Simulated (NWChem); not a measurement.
Correlation energy of butadiene (C4H6)

```xyz
10

C     -1.7280    -0.6628     0.0000
C     -0.7001     0.1973     0.0000
C      0.7001    -0.1973     0.0000
C      1.7280     0.6628     0.0000
H     -1.5632    -1.7451     0.0000
H     -2.7643    -0.3169     0.0000
H     -0.9023     1.2755     0.0000
H      0.9023    -1.2755     0.0000
H      2.7643     0.3169     0.0000
H      1.5632     1.7451     0.0000
```
Charge 0, spin multiplicity 1.

Everything below was run with NWChem. All single points use one geometry, from PBE0/def2-SVP, a minimum by its harmonic frequencies. It is one conformer; others weren't searched.

Basis set: cc-pVDZ. Each correlation energy counts from its own Hartree-Fock reference.

The correlated methods keep 4 core orbitals frozen. Coupled-cluster values serve here as a point of comparison, not as the truth.

Problem. Order these methods by the correlation energy they give, lowest first: SCS-MP2, CCSD+T(CCSD), MP2, CCSD.

Solution. CCSD+T(CCSD) (-604.4 mHa), CCSD (-582.0 mHa), MP2 (-535.3 mHa), SCS-MP2 (-533.0 mHa)
